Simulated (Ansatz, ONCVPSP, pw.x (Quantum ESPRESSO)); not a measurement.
Equation-of-state test of one ONCV potential (Tc)

Tc (Z = 43), optimised norm-conserving Vanderbilt (ONCV), made with ONCVPSP 4.0.1 (PBEsol, scalar-relativistic). Core [Kr], reference 4d5 5s2. Waves: 5s: rc 2.75 bohr, ncon 4, nbas 8, qcut 2.1 1/bohr, 2 projectors, debl 2.6 Ha; p scattering state at 0.14 Ha: rc 2.45 bohr, ncon 3, nbas 6, qcut 3.6 1/bohr, 2 projectors, debl 3.3 Ha; 4d: rc 2.05 bohr, ncon 3, nbas 8, qcut 7.4 1/bohr, 2 projectors, debl 1.4 Ha. Local part: polynomial inside 1.60 bohr (lpopt 4, dvloc0 -1 Ha). Core correction: Teter function, fcfact 3, rcfact 1.15.

In the p channel the program set the typed energies aside and used 0.050, 3.350 Ha.

Atomic tests: cutoffs needed: 18 Ha and 22 Ha (the cutoffs (Ha) at which the residual kinetic energy of the hardest occupied pseudo-wave falls to 1 and 0.1 mHa per electron); ghost test: no bound ghost flagged; GHOST(+) flagged for s at 23.0 eV, p at 82.4 eV; largest excitation error: +16 meV (all-electron minus pseudo) for 4d4 5s0, out of 4 test configurations.

Crystal test: sc Tc in pw.x 7.5, no spin, 13³ k-points, Fermi–Dirac smearing 0.01 Ry, cutoffs 50/200 Ry. The reference is all-electron LAPW (Ansatz 0.2.0) with the same functional, mesh and smearing; V0 and B0 come from Birch–Murnaghan fits to the pressures at five volumes. Errors are pseudo minus all-electron; Δ is the rms difference of the E(V) curves that follow from these fits, minima aligned, over ±6 % about the mean V0. Mesh and smearing are coarse, so the numbers serve the comparison and aren't converged zero-temperature values; the lattice is a test structure that the element need not adopt.

All-electron: a0 = 2.505 Å (V0 = 15.71 Å³/atom), B0 = 243.8 GPa.

**Question.** How far does the potential miss the all-electron equation of state?

**Answer.** mean pressure error (GPa): -4.37; a0 (Å): 2.489; a0 error (%): -0.63; B0 error (%): -4.6; Δ (meV/atom): 15.9. The largest radius (2.75 bohr) exceeds half the bond length (2.37 bohr), so the spheres overlap, which is one possible source of error among others. This is a poor potential for the solid. The generator flags a localised state at positive energy (s at 23 eV).

```tsv
V (Å³/atom)	P all-electron (GPa)	P pseudo (GPa)
14.940	13.77	7.79
15.333	6.31	1.27
15.726	-0.20	-4.44
16.119	-5.88	-9.46
16.512	-10.83	-13.86
```

**Question.** At the middle volume, how do free energy and pressure move when the wave cutoff is lowered (ecutrho kept at four times it)?

**Answer.**

```tsv
cutoff (Ry)	shift of F (meV/atom)	shift of P (GPa)
22	+4564.9	-142.01
30	+778.6	-40.93
40	+39.0	-3.66
```

The 8 pw.x runs together took about 38 s on one core of a shared server CPU.
